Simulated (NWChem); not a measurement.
Species: isobutene (C4H8); SMILES C=C(C)C

Program: NWChem. Pople sets run with spherical d functions. Geometry: optimised at PBE0/def2-SVP. Static field.

For level PBE/6-31+G*:

```
Property                          Result
--------------------------------  ------
isotropic polarisability (bohr³)    50.4
```

Problem. Estimate the same quantities for level LC-BLYP (range parameter 0.33 per bohr)/6-31+G*.

Solution. isotropic polarisability (bohr³): 48.9
